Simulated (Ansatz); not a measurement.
# Yttrium, hcp: convergence with Methfessel-Paxton smearing

Computed with Ansatz, r²SCAN, scalar-relativistic PAW, on the relaxed cell (a = 3.681 Å, c = 5.721 Å (c/a = 1.554); spin not included). Errors count from a run at 500 eV on a Γ-centred 16×16×9 mesh with Fermi-Dirac smearing of 0.1 eV, extrapolated to zero width. Fixed here: cutoff 500 eV, mesh 10×10×6. The SCF starts from atomic densities corrected by a trained network.

```
width (eV)  E(σ→0) error (meV/atom)  F error (meV/atom)  P (GPa)  SCF iterations
      0.01                     -0.5                -0.5    -0.31               6
      0.03                     -0.5                -0.4    -0.28               6
       0.1                     -0.2                 0.0    -0.26               6
       0.2                      0.8                 0.7    -0.18               6
       0.3                      1.2                -0.6    -0.11               6
       0.6                     -5.6               -13.6    -0.03               6
       1.0                    -23.3               -30.8     0.05               6
```
